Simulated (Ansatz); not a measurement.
Input for Ansatz (development build ahead of 0.2.0):

```yaml
crystal:
  periodic: [false, false, false]
  atoms:
    - { symbol: C, position_ang: [0.29951, 0.31109, -0.06849] }
    - { symbol: O, position_ang: [0.68106, -0.93528, 0.33708] }
    - { symbol: O, position_ang: [-0.82236, 0.60213, -0.22138] }
    - { symbol: H, position_ang: [1.08854, 1.0092, -0.2402] }
    - { symbol: H, position_ang: [-1.48888, -0.08204, -0.04528] }
basis:
  gaussian: { orbitals: def2-SVP }
total_charge: 1
magnetization:
  spin_polarized: true
  initial_magnetization: 1
hamiltonian:
  xc: hf
correlation:
  method: mp2
  frozen_orbitals: { C: 1, H: 0, O: 1 }
output:
  forces: true
```

The input is written out in the form of the current development build from the run's settings.

Results

| Property | Result |
| --- | --- |
| Converged | yes |
| Reference energy | -188.24753 hartree |
| Correlation energy | -0.43613 hartree |
| Total energy | -188.68366 hartree |
| Spin squared of the determinant | 0.760 |
| Stability test | minimum |

Forces (eV/Å):
```json
{"atom": "C1", "Fx": "7.249", "Fy": "-6.016", "Fz": "2.255"}
{"atom": "O2", "Fx": "-0.740", "Fy": "3.296", "Fz": "-1.054"}
{"atom": "O3", "Fx": "-6.928", "Fy": "2.334", "Fz": "-1.102"}
{"atom": "H4", "Fx": "1.115", "Fy": "0.779", "Fz": "-0.179"}
{"atom": "H5", "Fx": "-0.695", "Fy": "-0.393", "Fz": "0.079"}
```
